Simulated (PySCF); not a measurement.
## Induced dipoles and field energies

Compound: butane, C4H10.
Structure used (PBE0-D3(BJ)/def2-SVP), in Å, numbered top down from 1:
```xyz
14
C4H10 angstrom
C      1.8817   -0.5153    0.3698
C      0.4483   -0.0699    0.6114
C     -0.4483   -0.2165   -0.6114
C     -1.8817    0.2289   -0.3698
H      2.3512    0.0700   -0.4374
H      2.5030   -0.3966    1.2705
H      1.9259   -1.5757    0.0728
H      0.4376    0.9841    0.9424
H      0.0154   -0.6478    1.4476
H     -0.4376   -1.2705   -0.9424
H     -0.0154    0.3614   -1.4476
H     -1.9259    1.2893   -0.0728
H     -2.5030    0.1102   -1.2705
H     -2.3512   -0.3565    0.4374
```

Level: CAM-B3LYP/def2-SVPD (PySCF); nuclei fixed, core orbitals frozen in the response. Permanent dipole (0.000, 0.000, 0.000) D (1 au = 2.5417 D). Static polarisability (au):

```
x   58.72 -2.26  1.96
y   -2.26 48.29  0.29
z    1.96  0.29 50.19
```

Only the terms in μ and α are kept: μ(F) = μ + αF and ΔE = −μ·F − ½ F·αF.

Q: What do fields of 0.051 V/Å (0.001 au) along the six axis directions do?

A: 
```csv
field along,induced x (D),induced y (D),induced z (D),total size (D),−μ·F (kJ/mol),−½F·αF (kJ/mol)
+x,0.149,-0.006,0.005,0.149,0.000,-0.077
−x,-0.149,0.006,-0.005,0.149,0.000,-0.077
+y,-0.006,0.123,0.001,0.123,0.000,-0.063
−y,0.006,-0.123,-0.001,0.123,0.000,-0.063
+z,0.005,0.001,0.128,0.128,0.000,-0.066
−z,-0.005,-0.001,-0.128,0.128,0.000,-0.066
```

Q: For the field (0.0007, -0.0003, 0.0004) au, what is the induced dipole, and what angle does it make with the field?

A: αF = (0.108, -0.041, 0.054) D, at 3.5° to the field. The polarisability along this direction, F·αF/F², is 58.28 au, against a mean of 52.40 au.

Q: Induction energy −ᾱe²/2R⁴ of a unit charge at 12 Å, the molecule taken as a point?

A: R = 22.68 bohr, so the energy is −52.4/(2 × 22.68⁴) Eh = -0.26 kJ/mol.

Geometry: PBE0-D3(BJ)/def2-SVP, one conformer, isolated molecule.
